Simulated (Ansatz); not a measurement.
**Worked example: C3H8 + Mg(NH2)2 → C2H7N + Mg(CH3)(NH2)**

Gas-phase species: C3H8 (propane) `CCC`, singlet; Mg(NH2)2, singlet; C2H7N `CCN`, singlet; Mg(CH3)(NH2), singlet. The partners trade CH3 for NH2: C–CH3 and Mg–NH2 bonds give way to C–NH2 and Mg–CH3.

Shapes, held fixed at every level: PBE0-D4/def2-TZVP. Flexible molecules stand in one conformer, not always the lowest. Programs: Ansatz 0.2.0. Electronic energies: no zero-point or thermal term.

At CCSD(T)/def2-TZVPP; 1 Eh = 2625.50 kJ/mol:

```
     species  energy (Eh)
        C3H8  -118.915650
    Mg(NH2)2  -311.606240
       C2H7N  -134.942757
Mg(CH3)(NH2)  -295.540771
```

Problem. Work out ΔE of the reaction at this level.

Solution. 
1. Products less reactants: (-134.942757) + (-295.540771) − [(-118.915650) + (-311.606240)] = 0.038362 Eh = +100.7 kJ/mol.

Other levels give +90.1 (SPW92/def2-TZVPP) to +106.8 kJ/mol (MP2/def2-TZVPP). No measured value is set beside it here. Outer-core shells of Mg are correlated, in sets that cover them unevenly.
